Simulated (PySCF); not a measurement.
C2H3N, SMILES CC#N.

Coordinates come from a PBE0-D3(BJ)/def2-TZVP optimisation.

Calculation: HF/def2-TZVPD in PySCF.

Symmetry labels are those of the subgroup Cs that the program uses (full group C3v).

### Question
List the valence orbital energies around the gap with their symmetry. (The exact figures need the calculation; the answer reports its results.)

### Answer

| orbital | symmetry | energy (eV) |
|---|---|---|
| HOMO−7 | A' | -33.29 |
| HOMO−6 | A' | -28.39 |
| HOMO−5 | A' | -19.05 |
| HOMO−4 | A' | -17.18 |
| HOMO−3 | A" | -17.18 |
| HOMO−2 | A' | -15.14 |
| HOMO−1 | A' | -12.61 |
| HOMO | A" | -12.61 |
| LUMO | A' | 1.58 |
| LUMO+1 | A' | 2.66 |
| LUMO+2 | A' | 3.76 |
| LUMO+3 | A" | 3.76 |
